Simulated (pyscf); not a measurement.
H₂C=CH–CH=C•–CH₃ -> propyne (HC≡C–CH₃) + vinyl (•HC=CH₂), a bond scission (doublet surface; C–C broken, none formed). Optimised with ωB97X-D3(BJ)/def2-SVP in PySCF. Energies in kcal/mol from the reactant's lowest minimum found.

Small-basis levels: PySCF, no dispersion term, spherical d functions. AM1 to PM7: differences of heats of formation from MOPAC, which are fitted to 298 K values and so differ in kind from electronic energies by zero-point and thermal terms. Open shells are spin-unrestricted. 

| level | barrier | reaction energy |
|---|---|---|
| SVWN5/6-31G* | 56.0 | +63.3 |
| BP86/6-31G* | 50.3 | +50.0 |
| PBE/6-31G* | 51.7 | +52.5 |
| B3LYP/STO-3G | 61.0 | +60.6 |
| B3LYP/6-31G* | 50.4 | +47.5 |
| B3LYP/6-311+G** | 46.4 | +41.4 |
| B3LYP/def2-SVP | 50.3 | +46.3 |
| AM1 | 48.3 | +44.0 |
| PM7 | 50.4 | +48.2 |
| ωB97M-D3(BJ)/def2-TZVP | 47.3 | +43.3 |

Against the last row the barrier runs from -0.9 (B3LYP/6-311+G**) to +13.6 kcal/mol (B3LYP/STO-3G). At SVWN5/6-31G*, PBE/6-31G* this geometry lies under one side, so the entry may be no barrier of that level: it is a single point on another level's saddle. ωB97M-D3(BJ)/def2-TZVP has limits of its own. On the reactant side the descent ends in a point that may be a rotor saddle (no frequency run), 1.9 kcal/mol over the lowest minimum found and 47.7 kcal/mol under the saddle at ωB97X-D3(BJ)/def2-TZVP. At ωB97X-D3(BJ)/def2-TZVP the barrier from the zero used here is 49.6 kcal/mol. H₂C=CH–CH=C•–CH₃ lies 18.7 kcal/mol over its isomer •H₂C–C(=CH₂)–CH=CH₂ (electronic energy, ωB97M-D3(BJ)/def2-TZVP). One saddle was located; it need not be the lowest between these sides.
